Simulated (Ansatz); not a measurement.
**BH3: basis-set convergence**

An exercise on one series of results from a longer session: the logs are not shown, and one member is left open.

Program: Ansatz 0.2.0, Gaussian basis. Level of theory: one geometry, several basis sets. These are calculated values, not measurements.

Levels to be run: PBE0-D4/def2-SVP; ωB97M-V/def2-SVP; PBE0-D4/def2-QZVPP; ωB97M-V/def2-QZVPP; CCSD(T)/cc-pV(D+d)Z; CCSD(T)/cc-pV(T+d)Z; CCSD(T)/cc-pV(Q+d)Z; the functionals' def2-TZVPP values are taken from earlier runs.

## The geometry

An earlier PBE0-D4 in a triple-zeta def2 set relaxation fixed the geometry.

4 atoms, charge 0, spin multiplicity 1.

Atoms are counted from 1 here; the program's logs count them from 0.

Bond lengths: B1–H2 1.193 Å, B1–H3 1.193 Å, B1–H4 1.193 Å. Angles: H2–B1–H3 120.0°, H2–B1–H4 120.0°, H3–B1–H4 120.0°.

Set-up of the first run:

in.yaml

```yaml
crystal:
  periodic: [false, false, false]
  atoms:
    - {symbol: B, position_ang: [0.013912, -0.015086, -0.005132]}
    - {symbol: H, position_ang: [0.982175, 0.381680, 0.568804]}
    - {symbol: H, position_ang: [-0.276153, -1.171766, 0.042973]}
    - {symbol: H, position_ang: [-0.664435, 0.744871, -0.626945]}
basis:
  gaussian: {orbitals: def2-SVP}
hamiltonian: {xc: pbe0, dispersion: d4}
output: {orbitals: {seedname: orbitals}}
```

Among the steps run: PBE0-D4 in def2-SVP; ωB97M-V in def2-SVP; PBE0-D4 in def2-QZVPP; ωB97M-V in def2-QZVPP.

One table of the session follows, with a row left open; its other results are not shown here.

It belongs to the step «Density functionals: the series». 

| functional | basis | HOMO (eV) | LUMO (eV) |
| --- | --- | --- | --- |
| PBE0-D4 | def2-SVP | -9.88 | -1.87 |
| PBE0-D4 | def2-TZVPP | -9.92 | -1.96 |
| PBE0-D4 | def2-QZVPP | -9.93 | -1.97 |
| ωB97M-V | def2-SVP | -12.21 | 0.23 |
| ωB97M-V | def2-TZVPP | ? | ? |
| ωB97M-V | def2-QZVPP | -12.31 | -0.11 |

Estimate the missing values for ωB97M-V, def2-TZVPP.

**Answer.** HOMO (eV): -12.31; LUMO (eV): -0.02.
